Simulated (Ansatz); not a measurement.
**BClH4Si: geometry optimisation from a Python script**

What geometry does BClH4Si take? Wanted for BClH4Si: a geometry optimisation.

Program: the Python package of Ansatz 0.2.0. Level of theory: PBE0/cc-pVDZ. These are calculated values, not measurements.

### Step 1. Starting point

Bond lengths: Si1–B2 1.978 Å, B2–Cl3 1.696 Å, Si1–H4 1.470 Å, Si1–H5 1.469 Å, Si1–H6 1.468 Å, B2–H7 1.178 Å. Angles: Si1–B2–Cl3 120.2°, Si1–B2–H7 124.2°, Cl3–B2–H7 115.5°, B2–Si1–H4 112.4°, B2–Si1–H5 112.6°, B2–Si1–H6 113.6°, H4–Si1–H5 105.8°, H4–Si1–H6 105.8°, H5–Si1–H6 105.9°.

No structure file is read: the coordinates are typed or built in the script.

### Step 2. The script

The input, opt_bclh4si.py:

```python
'''Relax the BClH4Si molecule.'''

from dataclasses import dataclass

import ansatz as az
import numpy as np


@dataclass
class Options:
    basis: str = 'cc-pVDZ'
    functional: str = 'pbe0'


settings = Options()

GEOMETRY = '''
Si   -0.61317    0.47656   -0.27237
B     0.86071   -0.57118    0.52980
Cl    1.55591   -1.86025   -0.32512
H    -1.79858   -0.34572   -0.55233
H    -0.23821    1.08915   -1.55406
H    -1.08129    1.57801    0.57698
H     1.31462   -0.36656    1.59710
'''

bclh4si = az.Crystal.molecule()
for line in GEOMETRY.strip().splitlines():
    symbol, *xyz = line.split()
    bclh4si = bclh4si.atom(symbol, [float(v) for v in xyz])

calculation = (
    bclh4si.calculation()
    .basis(gaussian=settings.basis)
    .functional(settings.functional)
)
symbols = [site.symbol for site in bclh4si.cartesian_sites]
start = np.array([site.position_ang for site in bclh4si.cartesian_sites], dtype=float)
r = calculation.relax(force_tolerance=0.02).run(threads=1).report
end = np.array(r['positions_ang'])

for key in ('converged', 'free_energy_ev', 'reference_energy_ev', 'n_frozen', 'n_occupied', 'n_virtual'):
    print(f'{key:22s} {r[key]}')

print('bond        before    after (A)')
for i, j in [(0, 1), (0, 3), (0, 4), (0, 5), (1, 2), (1, 6)]:
    d0, d1 = (np.linalg.norm(xyz[i] - xyz[j]) for xyz in (start, end))
    print(f'{symbols[i]}{i}-{symbols[j]}{j}'.ljust(10), f'{d0:8.4f} {d1:8.4f}')
for i, j, k in [(1, 0, 3), (1, 0, 4), (1, 0, 5), (3, 0, 4), (3, 0, 5), (4, 0, 5), (0, 1, 2), (0, 1, 6)]:
    u, v = end[i] - end[j], end[k] - end[j]
    print(f'angle {symbols[i]}{i}-{symbols[j]}{j}-{symbols[k]}{k}: {np.degrees(np.arccos(np.clip(u @ v / np.linalg.norm(u) / np.linalg.norm(v), -1, 1))):.2f} deg')
with open('bclh4si_opt.xyz', 'w') as handle:
    handle.write(f'{len(symbols)}\nrelaxed BClH4Si\n')
    handle.writelines(f'{s:2s} {x:11.6f} {y:11.6f} {z:11.6f}\n' for s, (x, y, z) in zip(symbols, end))
```

### Step 3. What the engine is handed

The engine receives this input:

```yaml
crystal:
  periodic: [false, false, false]
  atoms:
    - { symbol: Si, position_ang: [-0.61317, 0.47656, -0.27237] }
    - { symbol: B, position_ang: [0.86071, -0.57118, 0.5298] }
    - { symbol: Cl, position_ang: [1.55591, -1.86025, -0.32512] }
    - { symbol: H, position_ang: [-1.79858, -0.34572, -0.55233] }
    - { symbol: H, position_ang: [-0.23821, 1.08915, -1.55406] }
    - { symbol: H, position_ang: [-1.08129, 1.57801, 0.57698] }
    - { symbol: H, position_ang: [1.31462, -0.36656, 1.5971] }
basis:
  gaussian:
    orbitals: cc-pVDZ
hamiltonian:
  xc: pbe0
relax:
  f_tol: 0.02
```

### Step 4. The run

Command:

```bash
$ python opt_bclh4si.py
```

**Question.** What results will this script give? Wanted: total energy; dipole moment; moves of the relaxation; energy gained; last largest force component.

As calculated:

```
                    quantity           value
                total energy  -21133.4608 eV
               dipole moment          0.48 D
     moves of the relaxation               5
               energy gained        0.121 eV
last largest force component     0.0041 eV/Å
```

What this shows: After 5 moves the largest shift is 0.066 Å, of atom 6 (H). The end point is the stationary point reached from this start; no frequency run checks that it is a minimum, and the basis set is modest.
